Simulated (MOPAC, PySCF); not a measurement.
AlF3, SMILES `[F][Al]([F])[F]`, neutral singlet in the gas phase. 

Cartesian coordinates (Å):
SMILES: [F][Al]([F])[F]
```xyz
4

F     -0.8307    -1.4301     0.0000
Al     0.0232    -0.0352     0.0009
F      1.6581    -0.0774    -0.0003
F     -0.7565     1.4022    -0.0004
```
Charge 0, multiplicity 1.

All levels are single points at this geometry (ωB97X-D3(BJ)/def2-TZVP); Pople sets use spherical d functions. Orbital energies aren't observables, and empty levels follow the basis.

PM6 in MOPAC gives HOMO (eV) = -14.54.

Estimate the HOMO (eV) from each of these levels: PBE-D3(BJ)/def2-TZVP in PySCF; ωB97X-D3(BJ)/def2-TZVP in PySCF; B3LYP/3-21G in PySCF; B3LYP/6-311+G** in PySCF; B3LYP/6-31G* in PySCF; B3LYP/LANL2DZ in PySCF; PBE/6-31G* in PySCF; SVWN5/6-31G* in PySCF; HF/3-21G in PySCF; HF/STO-3G in PySCF; AM1 in MOPAC; PM7 in MOPAC.


| level | HOMO (eV) |
|---|---|
| PBE-D3(BJ)/def2-TZVP in PySCF | -9.62 |
| ωB97X-D3(BJ)/def2-TZVP in PySCF | -14.35 |
| B3LYP/3-21G in PySCF | -10.12 |
| B3LYP/6-311+G** in PySCF | -11.57 |
| B3LYP/6-31G* in PySCF | -10.79 |
| B3LYP/LANL2DZ in PySCF | -11.47 |
| PBE/6-31G* in PySCF | -8.98 |
| SVWN5/6-31G* in PySCF | -9.22 |
| HF/3-21G in PySCF | -16.33 |
| HF/STO-3G in PySCF | -10.27 |
| AM1 in MOPAC | -13.68 |
| PM7 in MOPAC | -14.59 |
